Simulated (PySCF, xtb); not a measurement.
methyl formate (C2H4O2), SMILES COC=O.

GFN2-xTB in xtb at its own geometry gives an orbital gap of 5.14 eV and a dipole moment of 2.30 D.

Geometry: PBE-D3(BJ)/def2-SVP. Other conformers were not sampled.

**Question.** What does PBE/def2-TZVPD (PySCF) give? (The exact figures need the calculation; the answer reports its results.)

**Answer.** gap 5.38 eV (levels -6.75 and -1.38 eV), dipole 1.89 D.
